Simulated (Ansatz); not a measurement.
**C4H6F2: small, medium and large basis sets**

The task here is to estimate one member of a computed series from the others.

Program: Ansatz 0.2.0, Gaussian basis. Level of theory: one geometry, several basis sets. These are calculated values, not measurements.

Levels to be run: PBE0-D4/def2-SVP; ωB97M-V/def2-SVP; PBE0-D4/def2-QZVPP; ωB97M-V/def2-QZVPP; the functionals' def2-TZVPP values are taken from earlier runs.

## The relaxed structure

All runs share one geometry, relaxed beforehand with PBE0-D4 in a triple-zeta def2 set.

SMILES `C/C(=C/F)CF`, 12 atoms, charge 0, spin multiplicity 1.

Atoms are counted from 1 here; the program's logs count them from 0.

Bond lengths: C1–C2 1.493 Å, C1–H7 1.095 Å, C1–H8 1.092 Å, C1–H9 1.091 Å, C2–C3 1.324 Å, C2–C5 1.491 Å, C3–F4 1.339 Å, C3–H10 1.084 Å, C5–F6 1.389 Å, C5–H11 1.096 Å, C5–H12 1.090 Å. Angles: C2–C1–H7 110.8°, C2–C1–H8 110.5°, C2–C1–H9 111.6°, H7–C1–H8 107.1°, H7–C1–H9 108.3°, H8–C1–H9 108.4°, C1–C2–C3 120.8°, C1–C2–C5 117.6°, C3–C2–C5 121.5°, C2–C3–F4 122.9°, C2–C3–H10 125.0°, F4–C3–H10 112.2°, C2–C5–F6 110.0°, C2–C5–H11 110.6°, C2–C5–H12 111.8°, F6–C5–H11 106.8°, F6–C5–H12 108.1°, H11–C5–H12 109.3°.

The first run:

Input file in.yaml:

```yaml
crystal:
  periodic: [false, false, false]
  atoms:
    - {symbol: C, position_ang: [-0.268701, -1.258201, 0.602468]}
    - {symbol: C, position_ang: [0.123964, -0.030198, -0.150634]}
    - {symbol: C, position_ang: [0.992275, -0.094663, -1.147858]}
    - {symbol: F, position_ang: [1.376378, 0.980505, -1.848370]}
    - {symbol: C, position_ang: [-0.505051, 1.259454, 0.253317]}
    - {symbol: F, position_ang: [-0.288223, 1.490558, 1.605718]}
    - {symbol: H, position_ang: [-1.346154, -1.434692, 0.523376]}
    - {symbol: H, position_ang: [-0.037958, -1.145901, 1.664398]}
    - {symbol: H, position_ang: [0.250586, -2.141902, 0.228975]}
    - {symbol: H, position_ang: [1.466491, -1.003473, -1.500968]}
    - {symbol: H, position_ang: [-1.590655, 1.220634, 0.107818]}
    - {symbol: H, position_ang: [-0.095852, 2.102580, -0.304040]}
basis:
  gaussian: {orbitals: def2-SVP}
hamiltonian: {xc: pbe0, dispersion: d4}
output: {orbitals: {seedname: orbitals}}
```

Launch:

```
$ ansatz run in.yaml --threads 4 --pin off --events-out ev --progress --plain --max-ram 10444MiB
```

Steps of the session up to this table: PBE0-D4 in def2-SVP; ωB97M-V in def2-SVP; PBE0-D4 in def2-QZVPP; ωB97M-V in def2-QZVPP.

One of the session's tables, all rows but one given; the rest of the session is left out.

It belongs to the step «Density functionals: the series». 

```
functional       basis  HOMO (eV)  LUMO (eV)
   PBE0-D4    def2-SVP      -7.34       0.28
   PBE0-D4  def2-TZVPP          ?          ?
   PBE0-D4  def2-QZVPP      -7.46      -0.05
   ωB97M-V    def2-SVP      -9.56       2.49
   ωB97M-V  def2-TZVPP      -9.67       2.15
   ωB97M-V  def2-QZVPP      -9.70       1.73
```

Q: Estimate the row for PBE0-D4, def2-TZVPP from the others.

**Answer.** HOMO (eV): -7.43; LUMO (eV): 0.05. In the column «HOMO (eV)» it lies between PBE0-D4, def2-QZVPP (-7.46) and PBE0-D4, def2-SVP (-7.34).
